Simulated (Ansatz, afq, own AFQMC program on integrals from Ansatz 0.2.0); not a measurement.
**B₂, triplet in cc-pVDZ, levels against full CI**

| atom | x (Å) | y (Å) | z (Å) |
| --- | --- | --- | --- |
| B | 0.0000 | 0.0000 | 0.0000 |
| B | 0.0000 | 0.0000 | 1.5618 |

Basis cc-pVDZ. Only valence electrons are correlated. AFQMC by an in-house program on the Cholesky factors that Ansatz 0.2.0 writes for its CCSD(T) run. ph-AFQMC/CISD is guided by a CISD state made of CCSD amplitudes; releasing the constraint for a short imaginary time cuts its bias at the price of noise, slowly where states lie close. Uncertainties: one standard error, sampling alone.

Determinant: UHF, the one that the program's search chose, which needn't be the lowest solution. The geometry is a point of a scan.

Full CI on the same integrals is exact in this basis and with this determinant's frozen core.

Cautions: lower spins were not checked; strong correlation (T1 0.072, weight of the determinant 0.81, largest double 0.16); (T) is large, 7 % of the CCSD correlation; unrestricted determinant spin contaminated (⟨S²⟩ 2.91 against 2.00); CCSD(T) is in doubt: in a space of 6 electrons in 9 natural orbitals full CI lies 113 meV below it; the CCSDTQ amplitudes may be one of several solutions (largest double 0.53); the released energies are still falling, so no released level is given (meV from the phaseless value at times in 1/Eh: -15 ± 4 at 0.24, -26 ± 6 at 0.51, -44.9 ± 2.5 at 0.99, -55 ± 3 at 1.62, -67 ± 4 at 2.40).

```
T1 diagnostic                               : 0.0722
weight of the determinant in the CISD state : 0.806
⟨S²⟩ of the determinant                     : 2.908
size of the correlated space                : 6 electrons in 26 orbitals
```

Reference: full CI, correlation energy -3.491 eV. The cautions show a poor starting determinant, so the rows tell how each method copes with it here, and full CI is the sure value.

```csv
level,E − E(reference) (mEh),share of correlation (%)
HF,128.30,0.00
MP2,49.72,61.25
CCSD,15.65,87.80
CCSD(T),7.89,93.85
CCSDT,1.60,98.75
CCSDT(Q),-0.19,100.15
CCSDTQ,0.11,99.92
ph-AFQMC/HF,7.01 ± 0.72,94.54
ph-AFQMC/CISD,3.16 ± 0.15,97.54
```

CCSDT and higher add their correlation energy to the determinant of the CCSD(T) run, since their own runs factorise the integrals more tightly (a shift of under 2 meV).
